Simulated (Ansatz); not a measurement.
# BH6P: the cost of one run

Method: RKS LDA/6-31G*, in Ansatz 0.2.0.

## (1) The starting structure

Bond lengths: B1–H3 1.190 Å, B1–H4 1.190 Å, B1–P5 2.210 Å, P5–H6 1.420 Å, P5–H7 1.420 Å, P5–H8 1.564 Å. Angles: H3–B1–H4 120.0°, H3–B1–P5 97.0°, H4–B1–P5 101.2°, B1–P5–H6 109.5°, B1–P5–H7 109.5°, B1–P5–H8 56.9°, H6–P5–H7 109.4°, H6–P5–H8 144.5°, H7–P5–H8 106.1°.

Structure file:

```xyz
8

B     0.0000    0.0000    0.0000
H     0.0000    0.0000    1.5400
H     1.0305    0.0000   -0.5950
H    -1.0305    0.0000   -0.5950
P     0.0924   -2.0952    0.6969
H    -0.6759   -2.9172   -0.1694
H     1.4420   -2.5368    0.6936
H     0.0385   -0.8732    1.6712
```

## (2) A restrained relaxation towards end A

Springs on the bonds that form and break draw the guess towards this end; the thresholds are loose.

input.yaml reads:

```yaml
crystal:
  periodic: [false, false, false]
  atoms:
    - { symbol: B, position_ang: [0.0, 0.0, 0.0] }
    - { symbol: H, position_ang: [0.0, 0.0, 1.54] }
    - { symbol: H, position_ang: [1.0305, 0.0, -0.595] }
    - { symbol: H, position_ang: [-1.0305, 0.0, -0.595] }
    - { symbol: P, position_ang: [0.0924, -2.0952, 0.6969] }
    - { symbol: H, position_ang: [-0.6759, -2.9172, -0.1694] }
    - { symbol: H, position_ang: [1.442, -2.5368, 0.6936] }
    - { symbol: H, position_ang: [0.0385, -0.8732, 1.6712] }
basis:
  gaussian: { orbitals: "6-31G*" }
hamiltonian:
  xc: lda
relax:
  f_tol: 0.15
  max_steps: 25
  restrain:
    - { distance: [0, 4], at: 3.11, k: 30.0 }
    - { distance: [7, 1], at: 1.86, k: 30.0 }
    - { distance: [0, 1], at: 1.19, k: 30.0 }
    - { distance: [7, 4], at: 1.42, k: 30.0 }
```

On the command line:

```
> ansatz run input.yaml --threads 1 --pin off --max-ram 2048MiB --backend cpu --events-out ev --progress --plain --runs-dir out
```

**Question.** How long does this run take on 1 thread of Intel Xeon 6975P-C (Granite Rapids), shared host, and how much memory does it need?

About 9.6 s, with a peak of 0.11 GiB.
